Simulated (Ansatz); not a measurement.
I need a ranking of conformers of C4H7S2 (charge -1), SMILES CC(=S)C(C)[S-]. Use Ansatz 0.2.0, Python API. Settings (for the species named): MP2, 6-31G* basis, multiplicity 1.

Script `conformers_c4h7s2.py`:
```python
import ansatz as az
from rdkit import Chem
from rdkit.Chem import AllChem

rd = Chem.AddHs(Chem.MolFromSmiles("CC(=S)C(C)[S-]"))
ids = list(AllChem.EmbedMultipleConfs(rd, numConfs=20, randomSeed=652, pruneRmsThresh=0.4))
field = [energy for _, energy in AllChem.MMFFOptimizeMoleculeConfs(rd)]
distinct = {round(e, 2): i for i, e in zip(ids, field)}
chosen = sorted(distinct.items())[:4]
found = []
for force_field, index in chosen:
    geometry = az.Crystal.molecule()
    for atom, xyz in zip(rd.GetAtoms(), rd.GetConformer(index).GetPositions()):
        geometry = geometry.atom(atom.GetSymbol(), xyz.round(5).tolist())
    base = geometry.calculation()
    base = base.basis(gaussian="6-31G*")
    base = base.correlation("mp2").charge(-1)
    found.append(base.run(threads=1, pin="off").report["free_energy_ev"])
print("conformer   MMFF (kcal/mol)   this level (kcal/mol)")
for (force_field, index), e in zip(chosen, found):
    print(f"{index:9d} {force_field - chosen[0][0]:17.2f} {23.060548 * (e - min(found)):17.3f}")
```

```console
$ python conformers_c4h7s2.py
conformer   MMFF (kcal/mol)   this level (kcal/mol)
        5              0.00             0.000
        4              3.04             0.460
```

Reading the output:
- The conformers keep their force-field geometries.
- Anions want diffuse functions, which this basis lacks.
- Hardware and time: 6.8 s on 1 thread of Arm Neoverse V2 (shared host), peak memory 0.35 GiB.

(Lines on the test bed's own set-up are left out of the output.)
